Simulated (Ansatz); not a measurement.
## Telling isomers of C3H3FOS apart by their spectra

These gas-phase data were calculated for one isomer of C3H3FOS at r2SCAN-D4/def2-SVP (harmonic, unscaled wavenumbers; equilibrium rotational constants with average atomic masses):

- rotational constants: 6.526, 1.453, 1.349 GHz
- all wavenumbers above 1500 cm⁻¹: 3198, 3118, 3033, 2240

Candidates:

(1) `F[C@@H]1COC1=S`, a singlet
(2) `FC1=COCS1`, a singlet
(3) `O=C=CSCF`, a singlet

Which candidate do the data belong to?

Candidate (3). The band at 2240 cm⁻¹ lies where the C=C=X stretch is expected; (1), (2) have no mode between 1950 and 2350 cm⁻¹.

The same quantities for all candidates:

```
     rotational constants (GHz)  wavenumbers above 1500 cm⁻¹  E above the lowest, r2SCAN-D4/def2-SVP (kcal/mol)
(1)         4.897, 2.402, 1.699             3171, 3083, 3071                                                1.4
(2)         4.808, 3.068, 1.931       3264, 3158, 2996, 1719                                                7.9
(3)         6.526, 1.453, 1.349       3198, 3118, 3033, 2240                                                0.0
```

Each candidate is one conformer. Programs: Ansatz 0.2.0.
